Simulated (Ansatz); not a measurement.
This script drives Ansatz 0.2.0 through its Python package.

Script `c2h3o2_scan.py`:
```python
"""Stretching a bond of C2H3O2, the rest held rigid."""

import ansatz as az
from ase import Atoms
import numpy as np


def main() -> None:
    atoms = Atoms(["C", "C", "O", "O", "H", "H", "H"], positions=[
        (-0.4777, 0.8864, 0.0319),
        (-0.0478, -0.427, -0.1433),
        (-0.67, -1.3286, -0.7045),
        (1.2446, -0.5507, 0.3973),
        (-1.4976, 1.1705, -0.3934),
        (0.0841, 1.6792, 0.5248),
        (1.4257, -1.4978, 0.2417),
    ])
    c2h3o2 = az.Crystal.molecule_from_ase(atoms)

    symbols = [site.symbol for site in c2h3o2.cartesian_sites]
    start = np.array([site.position_ang for site in c2h3o2.cartesian_sites])
    axis = (start[3] - start[1]) / np.linalg.norm(start[3] - start[1])
    moving = [3, 6]
    lengths, energies = [1.2, 1.29, 1.41, 1.55, 1.76, 2.11, 2.53, 3.09], []
    for length in lengths:
        xyz = start.copy()
        xyz[moving] += (length - np.linalg.norm(start[3] - start[1])) * axis
        point = az.Crystal.molecule()
        for symbol, place in zip(symbols, xyz):
            point = point.atom(symbol, place.tolist())
        calculation = point.calculation()
        calculation = calculation.basis(gaussian="def2-SVP")
        calculation = calculation.functional("pbe0").spin("collinear", total=1)
        r = calculation.run().report
        energies.append(r["free_energy_ev"])
        print(f"r = {length:6.3f} A  E = {energies[-1]:.5f} eV  <S^2> = {abs(r['mean_field']['state']['spin_squared']):.3f}")

    print("energy above the lowest point (eV):", [round(e - min(energies), 3) for e in energies])


if __name__ == "__main__":
    main()
```

It is started by `python c2h3o2_scan.py`. Estimate its wall time and peak memory on 1 thread of Arm Neoverse N1, with other jobs on the host.

It took about 78 s, with a peak of 0.24 GiB, for 8 runs of the engine.

`python c2h3o2_scan.py` gives:
```text
r =  1.200 A  E = -6203.36728 eV  <S^2> = 0.758
r =  1.290 A  E = -6203.97410 eV  <S^2> = 0.760
r =  1.410 A  E = -6204.03757 eV  <S^2> = 0.762
r =  1.550 A  E = -6203.59503 eV  <S^2> = 0.763
r =  1.760 A  E = -6202.59731 eV  <S^2> = 0.765
r =  2.110 A  E = -6200.96002 eV  <S^2> = 0.769
r =  2.530 A  E = -6199.82009 eV  <S^2> = 1.371
r =  3.090 A  E = -6199.60973 eV  <S^2> = 0.753
energy above the lowest point (eV): [0.67, 0.063, 0.0, 0.443, 1.44, 3.078, 4.217, 4.428]
```

Caveats:
- Total energies depend on the basis set; only differences at equal settings carry meaning.
- The rest of the molecule is held rigid at a force-field or estimated start geometry, and the basis set is modest; single-reference methods fail as a bond breaks.
- The species is open-shell (spin multiplicity 2).
- The expectation value of S² is noticeably off S(S+1) in at least one run, so that state is spin-contaminated.
